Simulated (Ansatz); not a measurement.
# C2H2OS: functionals against CCSD(T) at one geometry

One table from this session's results is given with a row withheld; the runs are named, their logs left out.

Computed with Ansatz 0.2.0, Gaussian basis. Level: single points in def2-TZVPP.

Cores are frozen in the correlated methods.

### Where the work starts

SMILES `O=C=CS`, 6 atoms, charge 0, spin multiplicity 1.

Atoms are counted from 1 here; the program's logs count them from 0.

Bond lengths: O1–C2 1.173 Å, C2–C3 1.299 Å, C3–S4 1.760 Å, C3–H5 1.100 Å, S4–H6 1.289 Å. Angles: O1–C2–C3 173.1°, C2–C3–S4 118.5°, C2–C3–H5 121.8°, S4–C3–H5 119.1°, C3–S4–H6 98.4°.

Coordinates:

```mol
C2H2OS
  3D, bonds by distance, orders not assigned

  6  5  0  0  0  0  0  0  0  0999 V2000
   -0.5890   -2.2140    0.1124 O   0  0
   -0.0172   -1.1899    0.0861 C   0  0
    0.4820    0.0061    0.0054 C   0  0
   -0.4383    1.2461   -0.8389 S   0  0
    1.5106    0.2275    0.3251 H   0  0
   -0.9330    1.8466    0.1883 H   0  0
  1  2  8  0
  2  3  8  0
  3  4  8  0
  3  5  8  0
  4  6  8  0
M  END
```

Set-up of the first run:

run/in.yaml

```yaml
crystal:
  periodic: [false, false, false]
  atoms:
    - {symbol: O, position_ang: [-0.589000, -2.214000, 0.112400]}
    - {symbol: C, position_ang: [-0.017200, -1.189900, 0.086100]}
    - {symbol: C, position_ang: [0.482000, 0.006100, 0.005400]}
    - {symbol: S, position_ang: [-0.438300, 1.246100, -0.838900]}
    - {symbol: H, position_ang: [1.510600, 0.227500, 0.325100]}
    - {symbol: H, position_ang: [-0.933000, 1.846600, 0.188300]}
basis:
  gaussian: {orbitals: def2-TZVPP}
correlation: {method: ccsd_t}
output: {forces: true}
```

The command line of these runs was not kept.

Steps of the session up to this table: CCSD(T)/def2-TZVPP; PBE0-D4/def2-TZVPP; wB97M-V/def2-TZVPP; r2SCAN-D4/def2-TZVPP; PBE-D4/def2-TZVPP; BLYP-D4/def2-TZVPP; LC-wPBE/def2-TZVPP.

One of the session's tables, all rows but one given; the rest of the session is left out.

```
   method  RMS force component (eV/Å)  angle to CCSD(T) forces (°)  dipole (D)
  CCSD(T)                       0.995                    reference        1.49
  PBE0-D4                       1.076                         17.1        1.62
  wB97M-V                       1.064                         15.6        1.57
r2SCAN-D4                       0.985                         11.2        1.59
   PBE-D4                           ?                            ?           ?
  BLYP-D4                       0.909                         17.5        1.52
  LC-wPBE                       1.096                         21.7        1.63
```

Q: Estimate the row for PBE-D4 from the others.

**Answer.** RMS force component (eV/Å): 0.939; angle to CCSD(T) forces (°): 15.5; dipole (D): 1.51. In the column «RMS force component (eV/Å)» it lies between BLYP-D4 (0.909) and r2SCAN-D4 (0.985).
